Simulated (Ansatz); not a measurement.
in.yaml

```yaml
crystal:
  periodic: [false, false, false]
  atoms:
    - {symbol: Cl, position_ang: [0.069326, -0.160750, 1.995856]}
    - {symbol: C, position_ang: [-0.095548, 0.781909, 0.546556]}
    - {symbol: Ge, position_ang: [-0.018928, -0.075324, -1.074773]}
    - {symbol: H, position_ang: [0.064181, 1.765281, 0.742045]}
basis:
  gaussian: {orbitals: cc-pVDZ}
correlation: {method: fic_mrcisd_q, electrons: outside_noble_gas, active_space: {window: {electrons: 8, orbitals: 8}}}
```

```sh
$ ansatz run in.yaml --threads 1 --pin off --events-out ev --progress --plain --max-ram 2393MiB
```

The program prints:

```
700 factors; integrals over basis functions are off by at most 1.2e-3 eV
mean field evaluation 1: about -70018.6758 eV, gradient 2.1e1 eV
mean field evaluation 2: about -70018.7111 eV, gradient 2.1e1 eV
mean field evaluation 4: about -70020.3950 eV, gradient 2.7e0 eV
mean field evaluation 8: about -70020.4462 eV, gradient 1.5e-1 eV
mean field -70020.44650976 eV, -2573.2039476704 hartree, gradient 3.6e-6 eV, S^2 0.000000; 0 other end points of the search recorded, 0 dependent functions left out; unrestricted orbitals would lower it
reference -70020.44650976 eV, -2573.2039476704 hartree; 28, 28 occupied and 36, 36 virtual orbitals, 700 factors
state -70023.10262064 eV, -2573.3015579448 hartree
contracted CI cycle   1: correlation 0.00000000 eV, 0.0000000000 hartree, residual 2.31e1 eV
contracted CI cycle   2: correlation -6.88752907 eV, -0.2531120248 hartree, residual 3.78e0 eV
contracted CI cycle   3: correlation -7.09270522 eV, -0.2606521094 hartree, residual 9.34e-1 eV
contracted CI cycle   4: correlation -7.10576719 eV, -0.2611321279 hartree, residual 2.67e-1 eV
contracted CI cycle   5: correlation -7.10699273 eV, -0.2611771654 hartree, residual 9.98e-2 eV
contracted CI cycle   6: correlation -7.10717270 eV, -0.2611837792 hartree, residual 3.73e-2 eV
contracted CI cycle   7: correlation -7.10719572 eV, -0.2611846254 hartree, residual 1.20e-2 eV
contracted CI cycle   8: correlation -7.10719798 eV, -0.2611847082 hartree, residual 3.59e-3 eV
contracted CI cycle   9: correlation -7.10719818 eV, -0.2611847156 hartree, residual 1.10e-3 eV
state -70023.10262064 eV, -2573.3015579448 hartree; corrected -70030.97522018 eV, -2573.5908706416 hartree
Total energy: -70030.97522018 eV, -2573.5908706416 hartree
```

Natural occupations: 1.9779 1.9726 1.9375 1.8981 0.1041 0.0527 0.0309 0.0260.

Ran on 1 thread of Intel Xeon, shared host: 39 s wall, 0.33 GiB peak host memory.
